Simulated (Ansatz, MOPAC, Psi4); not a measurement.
Species: OCl, charge 0, multiplicity 2. SMILES: [O]Cl
Geometry from a B3LYP-D3(BJ)/def2-TZVP (Ansatz, a first-principles code) optimisation:
```xyz
2

Cl     0.0000     0.0000    -0.5055
O      0.0000     0.0000     1.0742
```
Charge 0, spin multiplicity 2.

Wanted: vertical ionisation energy to the triplet, in eV. Conventions: 6-311+G** with 5d, 6d on Na to Ar in Ansatz; 6-31G* and kin with 6d, 5d where marked; valence correlation only; spin-orbit terms left out; UHF or UKS for open shells; non-relativistic; each state is the SCF solution reached for its charge and spin. First-principles rows: single points at B3LYP-D3(BJ) geometries (Ansatz). Semi-empirical rows: differences of heats of formation at the shared geometry for vertical values.

Measured values: CCCBDB table in ASE; they hold spin-orbit and core effects. 

Value to compare with, the measured value: 11.01 eV.

```
level            program  vertical ionisation energy to the triplet (eV)  error
---------------  -------  ----------------------------------------------  -----
AM1                MOPAC                                           11.29   0.28
PM3                MOPAC                                           10.02  -0.99
MNDO               MOPAC                                           11.56   0.55
HF/6-31G*         Ansatz                                           10.61  -0.40
HF/6-311+G**      Ansatz                                           10.67  -0.34
PBE/6-31G*        Ansatz                                           10.57  -0.44
B3LYP/STO-3G      Ansatz                                            9.30  -1.71
B3LYP/3-21G       Ansatz                                           10.78  -0.23
B3LYP/6-31G*      Ansatz                                           10.91  -0.10
B3LYP/6-311+G**   Ansatz                                           11.13   0.12
wB97X-D/6-31G*      Psi4                                           11.00  -0.01
MP2/6-31G*        Ansatz                                           10.73  -0.28
MP2/6-311+G**     Ansatz                                           10.92  -0.09
PBE0/def2-TZVPD   Ansatz                                           11.04   0.03
```

Among the 13 habitual levels, B3LYP/STO-3G lies farthest from the measured value (-1.71 eV) and wB97X-D/6-31G* nearest (-0.01); 3 of 13 lie above it, and their mean absolute error is 0.43 eV, the median 0.28. One case shows no general order.

The levels are drawn from those run, B3LYP/6-31G* more often than the rest, none by its result; runs whose electronic state is in doubt are left out.
